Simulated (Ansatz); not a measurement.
# H₃O₂ (doublet): wave-function methods side by side at distance O1–H3 along a hydrogen transfer = 0.892 Å, cc-pVDZ

The task here is to estimate one member of a computed series from the others.

Computed with Ansatz 0.2.0, Gaussian basis. Level: cc-pVDZ, core rule «outside noble gas», up to 2 orbitals frozen.

Plan: UHF; CCSD(T) on ROHF; CCSD(T) on UHF; BCCD(T) on ROHF; CISD; CCSDT(Q) on ROHF; CCSDT(Q) on UHF; CASSCF and MRCISD+Q, 3 electrons in 3 orbitals; CASSCF and NEVPT2, 3 electrons in 3 orbitals; CASSCF and NEVPT2, 15 electrons in 11 orbitals.

17 further runs of the same task are left out: 2 for a mislabelled method, 13 that didn't finish, 2 set aside as unsound or not needed.

### The geometry

The geometry derives from fragments relaxed apart (PBE0/def2-TZVP) and kept rigid, so it is no stationary point. A hydrogen atom is moved between rigid fragments.

5 atoms, charge 0, spin multiplicity 2.

Atoms are counted from 1 here; the program's logs count them from 0.

Bond lengths: O1–H2 0.960 Å, O1–H3 0.892 Å, O4–H5 0.973 Å. Angles: H2–O1–H3 105.1°.

Set-up of the first run:

File in.yaml:

```yaml
crystal:
  periodic: [false, false, false]
  atoms:
    - {symbol: O, position_ang: [-1.099915, 0.000385, 0.000000]}
    - {symbol: H, position_ang: [-1.349224, 0.926961, 0.000000]}
    - {symbol: H, position_ang: [-0.207915, 0.000385, 0.000000]}
    - {symbol: O, position_ang: [1.112085, 0.000385, 0.000000]}
    - {symbol: H, position_ang: [1.363944, -0.939565, 0.000000]}
basis:
  gaussian: {orbitals: cc-pVDZ}
magnetization: {spin_polarized: true, initial_magnetization: 1}
hamiltonian: {xc: hf}
output: {orbitals: {seedname: orbitals}}
```

On the command line:

```sh
$ ansatz run in.yaml --threads 1 --pin off --events-out ev --progress --plain --max-ram 2393MiB
```

Steps of the session up to this table: UHF; CCSD(T) on ROHF; CCSD(T) on UHF; BCCD(T) on ROHF; CISD; CCSDT(Q) on ROHF; CCSDT(Q) on UHF; CASSCF and MRCISD+Q, 3 electrons in 3 orbitals; CASSCF and NEVPT2, 3 electrons in 3 orbitals; CASSCF and NEVPT2, 15 electrons in 11 orbitals.

One table of the session follows, with a row left open; its other results are not shown here.

```
        method  from UCCSDT(Q) (kJ/mol)
          ROHF                  +1037.3
           UHF                  +1023.9
          RMP2                    +81.3
          UMP2                    +81.4
          CISD                    +95.0
         RCCSD                    +19.0
         UCCSD                    +18.7
      RCCSD(T)                     +3.2
      UCCSD(T)                        ?
       BCCD(T)                     +3.2
        RCCSDT                     +2.0
        UCCSDT                     +2.0
     RCCSDT(Q)                     +0.1
     UCCSDT(Q)                        0
   CASSCF pair                   +977.2
   NEVPT2 pair                    +77.1
CASSCF valence                   +832.8
NEVPT2 valence                   +123.3
```

**Question.** Estimate the row for UCCSD(T).

As computed: from UCCSDT(Q) (kJ/mol): +3.1. In the column «from UCCSDT(Q) (kJ/mol)» it lies between UCCSDT (+2.0) and RCCSD(T) (+3.2).

Not comparable, so not listed: CASSCF and MRCISD+Q, 3 electrons in 3 orbitals (they don't share determinant, frozen orbitals or solution with the rows shown, or repeat one).

To keep in mind: Restricted and unrestricted rows rest on different reference determinants; where their highest levels disagree by more than a few hundredths of an eV, they describe different states and don't form one ladder. Warnings in the runs' records: passed over end.
